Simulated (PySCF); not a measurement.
Species: C4H6ClN.
Atom-mapped SMILES: `[H]/[N:4]=[CH:3]\[C:2]([CH3:1])=[CH:5]\[Cl:6]` (hydrogens: H7, H8, H9 on C1; H10 on C3; H11 on N4; H12 on C5)

An MMFF94s structure was refined with PBE0-D3(BJ)/def2-SVP geometry optimisation, gas phase in PySCF. Its MMFF94s values:

```csv
coordinate,MMFF94s
C1–C2,1.495 Å
C1–H7,1.095 Å
C2–C3,1.487 Å
C2=C5,1.339 Å
C3=N4,1.289 Å
C3–H10,1.104 Å
N4–H11,1.023 Å
C5–Cl6,1.715 Å
C5–H12,1.084 Å
C1–C2–C3,118.5°
C1–C2–C5,126.7°
C2–C3–N4,126.6°
C2–C5–Cl6,125.1°
C3–C2–C5,114.8°
```

How do these coordinates change at the PBE0-D3(BJ)/def2-SVP level?

```json
{"coordinate": "C3=N4", "PBE0-D3(BJ)/def2-SVP (Å or °)": "1.271", "change": "-0.018"}
{"coordinate": "C2–C3", "PBE0-D3(BJ)/def2-SVP (Å or °)": "1.475", "change": "-0.012"}
{"coordinate": "C5–H12", "PBE0-D3(BJ)/def2-SVP (Å or °)": "1.093", "change": "+0.009"}
{"coordinate": "C1–H7", "PBE0-D3(BJ)/def2-SVP (Å or °)": "1.102", "change": "+0.007"}
{"coordinate": "C2=C5", "PBE0-D3(BJ)/def2-SVP (Å or °)": "1.345", "change": "+0.006"}
{"coordinate": "N4–H11", "PBE0-D3(BJ)/def2-SVP (Å or °)": "1.026", "change": "+0.003"}
{"coordinate": "C1–C2", "PBE0-D3(BJ)/def2-SVP (Å or °)": "1.493", "change": "-0.002"}
{"coordinate": "C5–Cl6", "PBE0-D3(BJ)/def2-SVP (Å or °)": "1.717", "change": "+0.002"}
{"coordinate": "C3–H10", "PBE0-D3(BJ)/def2-SVP (Å or °)": "1.104", "change": "0.000"}
{"coordinate": "C1–C2–C5", "PBE0-D3(BJ)/def2-SVP (Å or °)": "124.7", "change": "-2.0"}
{"coordinate": "C3–C2–C5", "PBE0-D3(BJ)/def2-SVP (Å or °)": "116.4", "change": "+1.6"}
{"coordinate": "C2–C3–N4", "PBE0-D3(BJ)/def2-SVP (Å or °)": "127.6", "change": "+1.0"}
{"coordinate": "C1–C2–C3", "PBE0-D3(BJ)/def2-SVP (Å or °)": "118.9", "change": "+0.4"}
{"coordinate": "C2–C5–Cl6", "PBE0-D3(BJ)/def2-SVP (Å or °)": "124.9", "change": "-0.2"}
```

The energy falls by 0.040 eV over 8 energy and gradient evaluations, the largest force component goes from 0.0252 to 4.1e-04 Eh/bohr, and the atoms move by 0.027 Å rms after alignment. The bond that changes most is C3=N4 (imine carbon to imine nitrogen), which shortens by 0.018 Å. Bonds longer at the end by more than 0.005 Å: 4 of 11; shorter: 2. Rotational constants go from 8171, 1406, 1209 to 8312, 1409, 1214 MHz.

The run used 118 basis functions and 61 SCF cycles in all. The force-field search had found conformers at 0.0, 2.6 kcal/mol (up to eight listed); the lowest was the start.

No PBE0-D3(BJ)/def2-SVP frequencies stand behind this structure, so it isn't proved a minimum. The numbers are those of one conformer.

The values belong to the conformer `[H]/[N:4]=[CH:3]\[C:2]([CH3:1])=[CH:5]\[Cl:6]`: C1–C2–C3–N4 1°.
